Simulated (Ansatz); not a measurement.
**BCN+ (doublet): the correlation ladder, def2-TZVPP**

The task here is to estimate one member of a computed series from the others.

Program: Ansatz 0.2.0, Gaussian basis. Level of theory: def2-TZVPP, core rule «outside noble gas», up to 3 orbitals frozen. These are calculated values, not measurements.

Plan: UHF; ROHF; CCSD(T) on UHF.

2 further runs of the same task are left out: 2 set aside as unsound or not needed.

## The geometry

The geometry is a PBE0/def2-TZVP stationary point (not a proven minimum) of the parent state, kept for this charge and spin.

3 atoms, charge 1, spin multiplicity 2.

Atoms are counted from 1 here; the program's logs count them from 0.

Bond lengths: C1–N3 1.183 Å, B2–N3 1.415 Å. Angles: C1–N3–B2 180.0°.

Geometry (Å):

```
C     0.0000    0.0000    1.2603
B     0.0000    0.0000   -1.3379
N     0.0000    0.0000    0.0776
```

Set-up of the first run:

Contents of in.yaml:

```yaml
crystal:
  periodic: [false, false, false]
  atoms:
    - {symbol: C, position_ang: [0.000000, 0.000000, 1.260338]}
    - {symbol: B, position_ang: [0.000000, 0.000000, -1.337907]}
    - {symbol: N, position_ang: [0.000000, 0.000000, 0.077569]}
basis:
  gaussian: {orbitals: def2-TZVPP}
total_charge: 1
magnetization: {spin_polarized: true, initial_magnetization: 1}
hamiltonian: {xc: hf}
output: {orbitals: {seedname: orbitals}}
```

On the command line:

```bash
$ ansatz run in.yaml --threads 1 --pin off --events-out ev --progress --plain --max-ram 4096MiB --backend cpu
```

Steps of the session up to this table: UHF; ROHF; CCSD(T) on UHF.

One of the session's tables, all rows but one given; the rest of the session is left out.

| method | from UCCSD(T) (meV) |
| --- | --- |
| ROHF | +10095.0 |
| UHF | +10066.7 |
| UMP2 | +958.5 |
| UCCSD | ? |
| UCCSD(T) | 0 |

Q: Estimate the row for UCCSD from the others.

As computed: from UCCSD(T) (meV): +566.1. In the column «from UCCSD(T) (meV)» it lies between UCCSD(T) (0) and UMP2 (+958.5).
